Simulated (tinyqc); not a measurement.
Stretching all distances: RHF, UHF, MP2, CISD and CCSD against full CI in the sto-3g basis, for H2O, spin multiplicity 1. Computed by the program tinyqc with PySCF. 

Geometry (angstrom):
```
atom       x        y       z
O     0.0000   0.0000  0.0000
H     0.0000   0.7260  0.5140
H     0.0000  -0.7260  0.5140
```

All coordinates are multiplied by the scale. c0^2 is the weight of the RHF determinant in the lowest singlet FCI state (UHF is spin-contaminated and may lie near states of higher spin) and n(LUMO) the first natural occupation beyond the occupied space.

Full CI energy (hartree) and errors against it (kcal/mol):
```
scale  distance 1-2 (angstrom)     E(FCI)      RHF     UHF     MP2    CISD    CCSD  <S^2> UHF   c0^2  n(LUMO)
0.890                    0.792  -74.86935   19.755  19.755   4.945   0.149   0.040      0.000  0.987    0.013
1.120                    0.996  -75.01579   33.838  33.838   9.917   0.561   0.095      0.000  0.969    0.032
1.360                    1.210  -74.97734   57.422  57.422  18.885   2.154   0.252      0.000  0.926    0.080
1.590                    1.414  -74.90138   90.037  66.586  31.463   6.441   0.543      0.949  0.848    0.170
1.820                    1.619  -74.83283  132.299  44.605  46.996  15.193   0.334      1.521  0.730    0.311
2.050                    1.824  -74.78532  182.180  23.231  63.186  28.395  -2.953      1.782  0.583    0.491
```

UHF parts from RHF first at scale 1.59 of those listed, where <S^2> leaves zero. The weight c0^2 goes from 0.99 to 0.58 and n(LUMO) from 0.01 to 0.49: static correlation grows as the bonds break into open-shell fragments. The spread of the error along the curve, which distorts its shape, is CCSD 3.5, CISD 28.2, UHF 46.8, MP2 58.2, RHF 162.4 kcal/mol. Below FCI somewhere: CCSD, as non-variational methods may be. The table stops here: at scale 2.28 and beyond, the reference weight falls under 0.45 or RHF, UHF or CCSD hop between solutions, so those rows were left out and the spreads given cover only the rows shown. As computed, partly on other solutions, the errors there reach in size RHF 267, UHF 10, MP2 131, CISD 49, CCSD 2 kcal/mol.
